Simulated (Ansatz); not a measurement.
`BSB`, relaxed with RKS PBE-D4/def2-SVP in Ansatz from a rough embedded geometry. The force threshold is 0.03 eV/Å; the program also tests the step.

Total charge 0; spin multiplicity 1.

Start:

```xyz
7

B     0.571   -0.491   -1.092
S     0.112   -1.253    0.513
B    -0.532    0.380    1.133
H     1.599    0.019   -1.279
H    -0.234   -0.485   -2.032
H    -1.693    0.679    1.014
H     0.177    1.151    1.742
```

(1) By how much does the energy fall, and how many steps does the optimiser take? (Estimate.)

(2) Which bonds change most? (An estimate is asked.)

(3) Give the relaxed structure. (Estimate.)

## Answers

(1) Ansatz gave: 29.78 kcal/mol, in 11 steps.

(2) The calculation gave: S2–B3 from 1.862 to 1.812 Å; B1–H4 from 1.163 to 1.212 Å; B1–H5 from 1.237 to 1.212 Å; B1–S2 from 1.835 to 1.812 Å.

(3) Computed: 
```xyz
7

B     0.567   -0.490   -1.213
S    -0.833   -0.790   -0.103
B    -0.617    0.443    1.207
H     1.366    0.387   -0.969
H     0.647   -1.207   -2.188
H    -1.448    0.444    2.090
H     0.318    1.213    1.177
```
